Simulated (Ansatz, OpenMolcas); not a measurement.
**NH (imidogen): the energy, rung by rung**

NH: 2 atoms, total charge 0, spin state triplet. SMILES: `[NH]`. The bond length is the measured one.

```xyz
2

N     0.0000    0.0000    0.0000
H     0.0000    0.0000    1.0362
```

Quantity: the energy change with the N1–H2 bond stretched from 1.036 to 1.295 Å, in eV. The values are calculated.

| level | kind | program | value (eV) | less FCI/6-311G** |
| --- | --- | --- | --- | --- |
| USVWN5/6-311G** | LDA | Ansatz | 0.58 | -0.10 |
| UBLYP/6-311G** | GGA | Ansatz | 0.59 | -0.09 |
| UPBE0/6-311G** | global hybrid | Ansatz | 0.74 | +0.06 |
| U-wB97M-V/6-311G** | range-separated hybrid | Ansatz | 0.75 | +0.07 |
| UB2PLYP/6-311G** | double hybrid | Ansatz | 0.74 | +0.06 |
| UMP2/6-311G** | perturbation theory | Ansatz | 0.84 | +0.16 |
| UCCSD/6-311G** | coupled cluster or CI | Ansatz | 0.70 | +0.02 |
| UCCSDT(Q)/6-311G** | coupled cluster or CI | Ansatz | 0.68 | 0.00 |
| FCI/3-21G | exact in the basis | OpenMolcas | 0.38 | -0.30 |
| FCI/6-311G** | exact in the basis | Ansatz | 0.68 | 0.00 |

FCI/6-311G** is exact within its basis and frozen core, so for wave-function methods in that basis the difference is their error; functionals converge differently with the basis, so for them it is only a difference. The first shape isn't each level's own minimum. The values span 0.38 to 0.84 eV. High-level rows in very small sets aren't better than simpler rows in larger ones.
